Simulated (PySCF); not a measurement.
Bonds broken one at a time in the series allenyl-X. Gas-phase values, no solvent. One relaxed conformer stands for each flexible species; it need not be the lowest. Strings in code marks are SMILES.

All values below come from ωB97X-D3(BJ)/def2-TZVP // B3LYP-D3(BJ)/def2-TZVP (PySCF 2.14.0). 

A: whole molecule (`C=C=CF`)
B: radical fragment (`[CH]=C=C`)
C: radical fragment (`[CH3]`)
D: radical fragment (`[C]#N`)
E: whole molecule (`C=C=C[SiH3]`)

### Question
A design calls for the highest dipole moment in this set. Which member fits?

### Answer
A (1.80 D); next is D (1.50 D).
